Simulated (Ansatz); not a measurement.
# LiO (sextet): wave-function methods side by side, def2-QZVPP

The task here is to estimate one member of a computed series from the others.

Method: def2-QZVPP, core rule «outside noble gas», up to 2 orbitals frozen; program: Ansatz 0.2.0, Gaussian basis.

Plan: UHF; ROHF; CCSD(T) on UHF.

## The geometry

The geometry is a PBE0/def2-TZVP stationary point (not a proven minimum) of the parent state, kept for this charge and spin.

2 atoms, charge 0, spin multiplicity 6.

Atoms are counted from 1 here; the program's logs count them from 0.

No contacts short enough for the rule that draws bonds.

Set-up of the first run:

Contents of in.yaml:

```yaml
crystal:
  periodic: [false, false, false]
  atoms:
    - {symbol: O, position_ang: [0.000000, 0.000000, 0.000000]}
    - {symbol: Li, position_ang: [0.000000, 0.000000, 2.389200]}
basis:
  gaussian: {orbitals: "def2-QZVPP.json"}
magnetization: {spin_polarized: true, initial_magnetization: 5}
hamiltonian: {xc: hf}
output: {orbitals: {seedname: orbitals}}
```

On the command line:

```console
> ansatz run in.yaml --threads 1 --pin off --events-out ev --progress --plain --max-ram 2393MiB
```

Among the steps run: UHF; ROHF; CCSD(T) on UHF.

One table of the session follows, with a row left open; its other results are not shown here.

It belongs to the step «Misses and costs». 

```
  method  from UCCSD(T) (meV)
    ROHF              +3695.8
     UHF              +3578.8
    UMP2               +511.9
   UCCSD                    ?
UCCSD(T)                    0
```

Estimate the missing values for UCCSD.

**Answer.** from UCCSD(T) (meV): +64.7. In the column «from UCCSD(T) (meV)» it lies between UCCSD(T) (0) and UMP2 (+511.9).
